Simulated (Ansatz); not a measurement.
Program: Ansatz. Geometries: PBE0-D4/def2-TZVP. ΔE: electronic, gas phase. CBS: MP2 limit from def2 TZ/QZ plus the TZ coupled-cluster correction, frozen cores. This one scheme is used for every species, atoms too. Functionals use def2-TZVPP. No spin–orbit coupling; open shells (•) take unrestricted orbitals. Spin–orbit coupling would lower the free atoms: a little for F.

Reaction (homolysis of the C–F bond): `FC1CCC1` → `[CH]1CCC1`• + F•

```
         level  ΔE (kJ/mol)
   LDA (SPW92)        610.5
        PBE-D4        511.5
    r2SCANh-D4        475.3
        B2PLYP        490.8
        revPBE        478.8
     CAM-B3LYP        495.5
MP2/def2-TZVPP        526.2
MP2/def2-QZVPP        534.8
```

What does CCSD(T)/CBS give? (Best estimate.)

The calculation gave: +507.0 kJ/mol. The listed levels differ from it by 103.5, 4.5, -31.7, -16.2, -28.2, -11.5, 19.2, 27.8 kJ/mol.

Largest T1 diagnostic among the species: 0.011.

At CCSD(T), def2-SVP lies −31.0 kJ/mol from the extrapolated value and def2-TZVPP −14.6 kJ/mol: correlation converges slowly with the basis, and small sets miss more of it in the bonded molecule than in its fragments. In def2-TZVPP, CCSD(T) changes the Hartree–Fock value by +172.7 kJ/mol (the triples alone add +13.6 kJ/mol) and MP2 by +206.5 kJ/mol; breaking electron pairs costs correlation energy, which Hartree–Fock lacks. The D4 term adds +3.9 kJ/mol with B3LYP and +2.1 kJ/mol with PBE0; it sums over pairs of atoms, weighted by their polarisabilities, and B3LYP, whose exchange is more repulsive, gets the larger term.

B3LYP here is the variant with VWN-RPA as its local correlation; programs differ in this.

CCSD(T)/CBS has its own doubt, a few kJ/mol and more with outer-core shells, so smaller differences from it don't rank the levels.
